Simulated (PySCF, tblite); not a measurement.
# H₂S₂: bond homolysis, part 2 of 2

tblite 0.8.0 and PySCF 2.14.0. Atoms count from 0. The steps go on from the part before.

## (16) Bond homolysis: CCSD(T)/ma-def2-TZVP

This step combines the energies above: geometries from PBE0-D3(BJ)/def2-SVP, zero-point and thermal terms from PBE0-D3(BJ)/def2-SVP.

Job settings and geometry (Å):

```
{"job": {"kind": "bd", "cap": 8, "geom": {"xc": "PBE0", "basis": "def2-SVP", "d3": "d3bj", "grid": 1}, "hess": 1, "level": {"xc": "CCSD(T)", "basis": "ma-def2-TZVP"}}, "charge": 0, "multiplicity": 1}
S     -0.907523     0.460252     0.491330
S      0.906477     0.485054    -0.511434
H     -1.529709    -0.485823    -0.253559
H      1.551168    -0.449653     0.228680
```

Output (the driver's rows laid out field by field):

```text
homolysis bond by bond, CCSD(T)/ma-def2-TZVP // PBE0-D3(BJ)/def2-SVP

row 1
  atoms                   0 1
  elements                S S
  length                  2.0729
  fragments               formula HS, charge 0, multiplicity 2, smiles [SH], kept yes, pieces 1, point_group Cinfv, largest_spin S 1.028; formula HS, charge 0, multiplicity 2, smiles [SH], kept yes, pieces 1, point_group Cinfv, largest_spin S 1.028
  electronic              259.58
  zero_kelvin             243.72
  enthalpy                249.58
  free_energy             206.68

row 2
  atoms                   0 2
  elements                S H
  length                  1.3554
  fragments               formula HS2, charge 0, multiplicity 2, smiles [S]S, kept yes, pieces 1, point_group Cs, largest_spin S 0.845; formula H, charge 0, multiplicity 2, smiles [H], kept yes, pieces 1
  electronic              311.68
  zero_kelvin             287.9
  enthalpy                293.08
  free_energy             258.12
```

It took 84 s on 1 thread of Arm Neoverse N1, shared host.

Some single points behind these values are not shown above.

Dissociation energies (kJ/mol, gas phase, 298 K for the thermal columns):

| bond | fragments | electronic | enthalpy | free energy |
| --- | --- | --- | --- | --- |
| S0–S1 | [SH] + [SH] | 259.6 | 249.6 | 206.7 |
| S0–H2 | [S]S + [H] | 311.7 | 293.1 | 258.1 |

## (17) Single point (H₂S₂): wavefunction

Geometry: PBE0-D3(BJ)/def2-SVP.

Job settings and geometry (Å):

```
{"job": {"kind": "sp", "xc": "MP2", "basis": "ma-def2-TZVP", "grid": 2}, "charge": 0, "multiplicity": 1}
S     -0.907523     0.460252     0.491330
S      0.906477     0.485054    -0.511434
H     -1.529709    -0.485823    -0.253559
H      1.551168    -0.449653     0.228680
```

Level: wavefunction single point, frozen core, gas phase.

Standard output:

```text
final grid: 34240 points
cycle   1  E = -796.2208731359  dE = -2.078e-03  |g| = 2.596e-01  |ddm| = 1.493e+00
cycle   2  E = -796.2461072104  dE = -2.523e-02  |g| = 8.897e-02  |ddm| = 2.555e-01
cycle   3  E = -796.2487594642  dE = -2.652e-03  |g| = 2.711e-02  |ddm| = 8.722e-02
cycle   4  E = -796.2492604843  dE = -5.010e-04  |g| = 6.331e-03  |ddm| = 4.364e-02
cycle   5  E = -796.2492908738  dE = -3.039e-05  |g| = 1.600e-03  |ddm| = 1.257e-02
cycle   6  E = -796.2492924144  dE = -1.541e-06  |g| = 4.533e-04  |ddm| = 2.851e-03
cycle   7  E = -796.2492925632  dE = -1.488e-07  |g| = 1.602e-04  |ddm| = 8.822e-04
cycle   8  E = -796.2492925846  dE = -2.143e-08  |g| = 4.884e-05  |ddm| = 3.308e-04
cycle   9  E = -796.2492925885  dE = -3.955e-09  |g| = 1.413e-05  |ddm| = 1.844e-04
converged SCF energy = -796.2492925885
E(HF, exact integrals) = -796.2493717525
E(MP2) = -796.5949528402
```

Run time: 1.8 s. Hardware: 1 thread of Arm Neoverse N1, shared host.

## (18) Single point (HS radical): wavefunction

Geometry: PBE0-D3(BJ)/def2-SVP.

Job settings and geometry (Å):

```
{"job": {"kind": "sp", "xc": "MP2", "basis": "ma-def2-TZVP", "grid": 2}, "charge": 0, "multiplicity": 2}
S     -0.892645     0.448976     0.481313
H     -1.538994    -0.472015    -0.271832
```

With the program's defaults for keys left out, this is: wavefunction single point, frozen core, gas phase.

Standard output:

```text
final grid: 17120 points
cycle   1  E = -398.0808723393  dE = -2.419e-01  |g| = 1.385e-01  |ddm| = 6.782e-01
cycle   2  E = -398.0962478176  dE = -1.538e-02  |g| = 4.655e-02  |ddm| = 1.185e-01
cycle   3  E = -398.0980069961  dE = -1.759e-03  |g| = 1.786e-02  |ddm| = 4.342e-02
cycle   4  E = -398.0984161193  dE = -4.091e-04  |g| = 4.771e-03  |ddm| = 2.505e-02
cycle   5  E = -398.0984515878  dE = -3.547e-05  |g| = 1.329e-03  |ddm| = 8.353e-03
cycle   6  E = -398.0984547993  dE = -3.212e-06  |g| = 4.676e-04  |ddm| = 2.451e-03
cycle   7  E = -398.0984552135  dE = -4.142e-07  |g| = 2.060e-04  |ddm| = 7.764e-04
cycle   8  E = -398.0984553120  dE = -9.848e-08  |g| = 7.713e-05  |ddm| = 4.439e-04
cycle   9  E = -398.0984553277  dE = -1.571e-08  |g| = 3.602e-05  |ddm| = 1.990e-04
cycle  10  E = -398.0984553319  dE = -4.148e-09  |g| = 1.397e-05  |ddm| = 1.162e-04
converged SCF energy = -398.0984553319
E(HF, exact integrals) = -398.0984614446
E(MP2) = -398.2442755321
```

Wall time 0.33 s (1 thread of Arm Neoverse N1, shared host).

## (19) Single point (HS2 radical): wavefunction

Geometry: PBE0-D3(BJ)/def2-SVP.

Job settings and geometry (Å):

```
{"job": {"kind": "sp", "xc": "MP2", "basis": "ma-def2-TZVP", "grid": 2}, "charge": 0, "multiplicity": 2}
S     -0.878579     0.452810     0.446562
S      0.869066     0.478663    -0.486599
H      1.582415    -0.441646     0.224270
```

With the program's defaults for keys left out, this is: wavefunction single point, frozen core, gas phase.

Standard output:

```text
final grid: 28864 points
cycle   1  E = -795.6076608279  dE =  5.265e-02  |g| = 2.224e-01  |ddm| = 1.037e+00
cycle   2  E = -795.6427685020  dE = -3.511e-02  |g| = 1.307e-01  |ddm| = 2.886e-01
cycle   3  E = -795.6530454215  dE = -1.028e-02  |g| = 3.781e-02  |ddm| = 1.255e-01
cycle   4  E = -795.6559340768  dE = -2.889e-03  |g| = 2.043e-02  |ddm| = 6.140e-02
cycle   5  E = -795.6570278261  dE = -1.094e-03  |g| = 1.250e-02  |ddm| = 3.790e-02
cycle   6  E = -795.6577807514  dE = -7.529e-04  |g| = 8.443e-03  |ddm| = 3.738e-02
cycle   7  E = -795.6582067717  dE = -4.260e-04  |g| = 3.355e-03  |ddm| = 3.985e-02
cycle   8  E = -795.6582652608  dE = -5.849e-05  |g| = 1.238e-03  |ddm| = 1.535e-02
cycle   9  E = -795.6582705720  dE = -5.311e-06  |g| = 3.432e-04  |ddm| = 4.954e-03
cycle  10  E = -795.6582708331  dE = -2.611e-07  |g| = 1.404e-04  |ddm| = 9.658e-04
cycle  11  E = -795.6582708744  dE = -4.132e-08  |g| = 5.887e-05  |ddm| = 3.162e-04
cycle  12  E = -795.6582708840  dE = -9.546e-09  |g| = 2.941e-05  |ddm| = 1.536e-04
converged SCF energy = -795.6582708840
E(HF, exact integrals) = -795.6583467680
E(MP2) = -795.9771293464
```

Run time: 2.6 s. Hardware: 1 thread of Arm Neoverse N1, shared host.

## (20) Bond homolysis: MP2/ma-def2-TZVP

This step combines the energies above: geometries from PBE0-D3(BJ)/def2-SVP, zero-point and thermal terms from PBE0-D3(BJ)/def2-SVP.

Job settings and geometry (Å):

```
{"job": {"kind": "bd", "cap": 8, "geom": {"xc": "PBE0", "basis": "def2-SVP", "d3": "d3bj", "grid": 1}, "hess": 1, "level": {"xc": "MP2", "basis": "ma-def2-TZVP"}}, "charge": 0, "multiplicity": 1}
S     -0.907523     0.460252     0.491330
S      0.906477     0.485054    -0.511434
H     -1.529709    -0.485823    -0.253559
H      1.551168    -0.449653     0.228680
```

Output (the driver's rows laid out field by field):

```text
homolysis bond by bond, MP2/ma-def2-TZVP // PBE0-D3(BJ)/def2-SVP

row 1
  atoms                   0 1
  elements                S S
  length                  2.0729
  fragments               formula HS, charge 0, multiplicity 2, smiles [SH], kept yes, pieces 1, point_group Cinfv, largest_spin S 1.028; formula HS, charge 0, multiplicity 2, smiles [SH], kept yes, pieces 1, point_group Cinfv, largest_spin S 1.028
  electronic              279.36
  zero_kelvin             263.5
  enthalpy                269.36
  free_energy             226.46

row 2
  atoms                   0 2
  elements                S H
  length                  1.3554
  fragments               formula HS2, charge 0, multiplicity 2, smiles [S]S, kept yes, pieces 1, point_group Cs, largest_spin S 0.845; formula H, charge 0, multiplicity 2, smiles [H], kept yes, pieces 1
  electronic              309.84
  zero_kelvin             286.06
  enthalpy                291.24
  free_energy             256.29
```

It took 5 s on 1 thread of Arm Neoverse N1, shared host.

Some single points behind these values are not shown above.

Dissociation energies (kJ/mol, gas phase, 298 K for the thermal columns):

| bond | fragments | electronic | enthalpy | free energy |
| --- | --- | --- | --- | --- |
| S0–S1 | [SH] + [SH] | 279.4 | 269.4 | 226.5 |
| S0–H2 | [S]S + [H] | 309.8 | 291.2 | 256.3 |

## (21) Single point (H₂S₂): HF/ma-def2-TZVP

Geometry: PBE0-D3(BJ)/def2-SVP.

Job settings and geometry (Å):

```
{"job": {"kind": "sp", "xc": "HF", "basis": "ma-def2-TZVP", "grid": 2}, "charge": 0, "multiplicity": 1}
S     -0.907523     0.460252     0.491330
S      0.906477     0.485054    -0.511434
H     -1.529709    -0.485823    -0.253559
H      1.551168    -0.449653     0.228680
```

Standard output:

```text
final grid: 34240 points
cycle   1  E = -796.2208731359  dE = -2.078e-03  |g| = 2.596e-01  |ddm| = 1.493e+00
cycle   2  E = -796.2461072104  dE = -2.523e-02  |g| = 8.897e-02  |ddm| = 2.555e-01
cycle   3  E = -796.2487594642  dE = -2.652e-03  |g| = 2.711e-02  |ddm| = 8.722e-02
cycle   4  E = -796.2492604843  dE = -5.010e-04  |g| = 6.331e-03  |ddm| = 4.364e-02
cycle   5  E = -796.2492908738  dE = -3.039e-05  |g| = 1.600e-03  |ddm| = 1.257e-02
cycle   6  E = -796.2492924144  dE = -1.541e-06  |g| = 4.533e-04  |ddm| = 2.851e-03
cycle   7  E = -796.2492925632  dE = -1.488e-07  |g| = 1.602e-04  |ddm| = 8.822e-04
cycle   8  E = -796.2492925846  dE = -2.143e-08  |g| = 4.884e-05  |ddm| = 3.308e-04
cycle   9  E = -796.2492925885  dE = -3.955e-09  |g| = 1.413e-05  |ddm| = 1.844e-04
converged SCF energy = -796.2492925885
```

Wall time 0.45 s (1 thread of Arm Neoverse N1, shared host).

## (22) Single point (HS radical): HF/ma-def2-TZVP

Geometry: PBE0-D3(BJ)/def2-SVP.

Job settings and geometry (Å):

```
{"job": {"kind": "sp", "xc": "HF", "basis": "ma-def2-TZVP", "grid": 2}, "charge": 0, "multiplicity": 2}
S     -0.892645     0.448976     0.481313
H     -1.538994    -0.472015    -0.271832
```

Standard output:

```text
final grid: 17120 points
cycle   1  E = -398.0808723393  dE = -2.419e-01  |g| = 1.385e-01  |ddm| = 6.782e-01
cycle   2  E = -398.0962478176  dE = -1.538e-02  |g| = 4.655e-02  |ddm| = 1.185e-01
cycle   3  E = -398.0980069961  dE = -1.759e-03  |g| = 1.786e-02  |ddm| = 4.342e-02
cycle   4  E = -398.0984161193  dE = -4.091e-04  |g| = 4.771e-03  |ddm| = 2.505e-02
cycle   5  E = -398.0984515878  dE = -3.547e-05  |g| = 1.329e-03  |ddm| = 8.353e-03
cycle   6  E = -398.0984547993  dE = -3.212e-06  |g| = 4.676e-04  |ddm| = 2.451e-03
cycle   7  E = -398.0984552135  dE = -4.142e-07  |g| = 2.060e-04  |ddm| = 7.764e-04
cycle   8  E = -398.0984553120  dE = -9.848e-08  |g| = 7.713e-05  |ddm| = 4.439e-04
cycle   9  E = -398.0984553277  dE = -1.571e-08  |g| = 3.602e-05  |ddm| = 1.990e-04
cycle  10  E = -398.0984553319  dE = -4.148e-09  |g| = 1.397e-05  |ddm| = 1.162e-04
converged SCF energy = -398.0984553319
```

Run time: 0.17 s. Hardware: 1 thread of Arm Neoverse N1, shared host.

## (23) Single point (HS₂ radical): HF/ma-def2-TZVP

Geometry: PBE0-D3(BJ)/def2-SVP.

Job settings and geometry (Å):

```
{"job": {"kind": "sp", "xc": "HF", "basis": "ma-def2-TZVP", "grid": 2}, "charge": 0, "multiplicity": 2}
S     -0.878579     0.452810     0.446562
S      0.869066     0.478663    -0.486599
H      1.582415    -0.441646     0.224270
```

Standard output:

```text
final grid: 28864 points
cycle   1  E = -795.6076608279  dE =  5.265e-02  |g| = 2.224e-01  |ddm| = 1.037e+00
cycle   2  E = -795.6427685020  dE = -3.511e-02  |g| = 1.307e-01  |ddm| = 2.886e-01
cycle   3  E = -795.6530454215  dE = -1.028e-02  |g| = 3.781e-02  |ddm| = 1.255e-01
cycle   4  E = -795.6559340768  dE = -2.889e-03  |g| = 2.043e-02  |ddm| = 6.140e-02
cycle   5  E = -795.6570278261  dE = -1.094e-03  |g| = 1.250e-02  |ddm| = 3.790e-02
cycle   6  E = -795.6577807514  dE = -7.529e-04  |g| = 8.443e-03  |ddm| = 3.738e-02
cycle   7  E = -795.6582067717  dE = -4.260e-04  |g| = 3.355e-03  |ddm| = 3.985e-02
cycle   8  E = -795.6582652608  dE = -5.849e-05  |g| = 1.238e-03  |ddm| = 1.535e-02
cycle   9  E = -795.6582705720  dE = -5.311e-06  |g| = 3.432e-04  |ddm| = 4.954e-03
cycle  10  E = -795.6582708331  dE = -2.611e-07  |g| = 1.404e-04  |ddm| = 9.658e-04
cycle  11  E = -795.6582708744  dE = -4.132e-08  |g| = 5.887e-05  |ddm| = 3.162e-04
cycle  12  E = -795.6582708840  dE = -9.546e-09  |g| = 2.941e-05  |ddm| = 1.536e-04
converged SCF energy = -795.6582708840
```

Wall time 0.79 s (1 thread of Arm Neoverse N1, shared host).

## (24) Bond homolysis: HF/ma-def2-TZVP

This step combines the energies above: geometries from PBE0-D3(BJ)/def2-SVP, zero-point and thermal terms from PBE0-D3(BJ)/def2-SVP.

Job settings and geometry (Å):

```
{"job": {"kind": "bd", "cap": 8, "geom": {"xc": "PBE0", "basis": "def2-SVP", "d3": "d3bj", "grid": 1}, "hess": 1, "level": {"xc": "HF", "basis": "ma-def2-TZVP"}}, "charge": 0, "multiplicity": 1}
S     -0.907523     0.460252     0.491330
S      0.906477     0.485054    -0.511434
H     -1.529709    -0.485823    -0.253559
H      1.551168    -0.449653     0.228680
```

Output (the driver's rows laid out field by field):

```text
homolysis bond by bond, HF/ma-def2-TZVP // PBE0-D3(BJ)/def2-SVP

row 1
  atoms                   0 1
  elements                S S
  length                  2.0729
  fragments               formula HS, charge 0, multiplicity 2, smiles [SH], kept yes, pieces 1, point_group Cinfv, largest_spin S 1.028; formula HS, charge 0, multiplicity 2, smiles [SH], kept yes, pieces 1, point_group Cinfv, largest_spin S 1.028
  electronic              137.53
  zero_kelvin             121.67
  enthalpy                127.53
  free_energy             84.63

row 2
  atoms                   0 2
  elements                S H
  length                  1.3554
  fragments               formula HS2, charge 0, multiplicity 2, smiles [S]S, kept yes, pieces 1, point_group Cs, largest_spin S 0.845; formula H, charge 0, multiplicity 2, smiles [H], kept yes, pieces 1
  electronic              239.48
  zero_kelvin             215.7
  enthalpy                220.88
  free_energy             185.92
```

Wall time 1.7 s (1 thread of Arm Neoverse N1, shared host).

Some single points behind these values are not shown above.

Dissociation energies (kJ/mol, gas phase, 298 K for the thermal columns):

| bond | fragments | electronic | enthalpy | free energy |
| --- | --- | --- | --- | --- |
| S0–S1 | [SH] + [SH] | 137.5 | 127.5 | 84.6 |
| S0–H2 | [S]S + [H] | 239.5 | 220.9 | 185.9 |

## (25) Summary of results

The summary covers parts 1 to 2.

| quantity | value |
| --- | --- |
| strongest single infrared mode (GFN2-xTB) | 2350 cm⁻¹, 119 km/mol |
| zero-point energy (GFN2-xTB) | 10.2 kcal/mol |
| point group | C2 |
| rotational constants (main isotopes) | 144.76, 6.87, 6.87 GHz |
| bond enthalpy (ΔH), S0–S1 (M06-2X/def2-TZVP) | 272.1 kJ/mol |
| bond enthalpy (ΔH), S0–H2 (M06-2X/def2-TZVP) | 302.7 kJ/mol |
| bond enthalpy (ΔH), S0–S1 (CCSD(T)/ma-def2-TZVP) | 249.6 kJ/mol |
| bond enthalpy (ΔH), S0–H2 (CCSD(T)/ma-def2-TZVP) | 293.1 kJ/mol |
| bond enthalpy (ΔH), S0–S1 (MP2/ma-def2-TZVP) | 269.4 kJ/mol |
| bond enthalpy (ΔH), S0–H2 (MP2/ma-def2-TZVP) | 291.2 kJ/mol |
| bond enthalpy (ΔH), S0–S1 (HF/ma-def2-TZVP) | 127.5 kJ/mol |
| bond enthalpy (ΔH), S0–H2 (HF/ma-def2-TZVP) | 220.9 kJ/mol |

In words: All 6 modes are real, so the xTB geometry is a minimum. The strongest single mode, at 2350 cm⁻¹, moves mainly H2 and H3. Unscaled tight-binding wavenumbers are off by several per cent, some by more. Its intensities can rank the bands wrongly. The optimisation took 3 steps and gained 0.016 eV; among the close pairs (by a distance rule), S0–S1 changed most, from 2.045 to 2.073 Å (PBE0/def2-SVP). At M06-2X/def2-TZVP the bond enthalpy (ΔH) runs from 272.1 kJ/mol (S0–S1) to 302.7 kJ/mol (S0–H2). At CCSD(T)/ma-def2-TZVP the bond enthalpy (ΔH) runs from 249.6 kJ/mol (S0–S1) to 293.1 kJ/mol (S0–H2). At MP2/ma-def2-TZVP the bond enthalpy (ΔH) runs from 269.4 kJ/mol (S0–S1) to 291.2 kJ/mol (S0–H2). At HF/ma-def2-TZVP the bond enthalpy (ΔH) runs from 127.5 kJ/mol (S0–S1) to 220.9 kJ/mol (S0–H2). Hartree-Fock lacks correlation, so its bond and fragment energies are far off.
